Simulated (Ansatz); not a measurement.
A made-up structure of CH2SSi, closed shell:

```
atom    x (Å)    y (Å)    z (Å)
  C1  -0.5427  -0.6397   0.2219
 Si2   1.4342  -0.8390   0.2621
  S3   0.1914   0.7557  -0.2558
  H4  -1.2180  -1.4282   0.4951
  H5   0.1394   2.0443  -0.6875
```

It is relaxed with PBE-D4/def2-SVP and then PBE0-D4/def2-TZVP (Ansatz 0.2.0). Atoms count as bonded within 1.22 times the sum of their covalent radii (H–H: 0.88 Å). The end point is not checked to be a true minimum.

Question: Does its bonding change? (Judge from chemistry; the calculation decides.)

Answer: By the calculation: No: no bond forms or breaks.

Where it ends: The first stage lowers the energy by 4.04 eV in 12 steps. It ends as CH₂SSi ([CH]1[Si][SH]1):
```
atom    x (Å)    y (Å)    z (Å)
  C1  -0.2692  -0.6900   0.2449
 Si2   1.4030  -0.9636  -0.0119
  S3   0.2008   1.0285   0.3256
  H4  -1.2949  -0.9842   0.4057
  H5  -0.0354   1.5024  -0.9285
```

Labels in which every atom is bracketed show which atoms are joined, not bond orders.

For scale, one of the runs: PBE0-D4/def2-TZVP relaxation, 117 basis functions, launched by `ansatz run in.yaml --threads 2 --pin off --events-out ev --progress --plain --max-ram 4352MiB`. Hardware: 2 CPU threads of an Arm Neoverse N1, shared host. Wall time about 24 s.
